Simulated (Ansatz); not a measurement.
Basis-set extrapolation for C4H8O, SMILES `OC1CCC1` (PBE0-D4/def2-TZVP geometry, frozen core, the Gaussian-basis code of Ansatz). Multiplicity 1, RHF reference.

```
                      def2-TZVPP   def2-QZVPP
                 HF  -231.047641  -231.058367
    MP2 correlation    -0.922736    -0.984740
CCSD(T) correlation    -1.000501      not run
```

Energies in hartree. Use E(X) = E(∞) + A·exp(−7.88·√X) for Hartree–Fock and E(X) = E(∞) + B·X^(−2.97) for correlation, with X = 3 and 4, and add CCSD(T) minus MP2 of the smaller set to the MP2 limit.

Question: What is the CCSD(T) energy at the basis-set limit?

Answer: HF limit: -231.058367 + (-0.010726) × 0.13774 = -231.05984. MP2 limit: -0.984740 + (-0.062004) × 0.74074 = -1.03067. Higher-order term: -1.000501 − (-0.922736) = -0.07777. Total: -232.16828 hartree, 315.4 kJ/mol below CCSD(T)/def2-TZVPP.
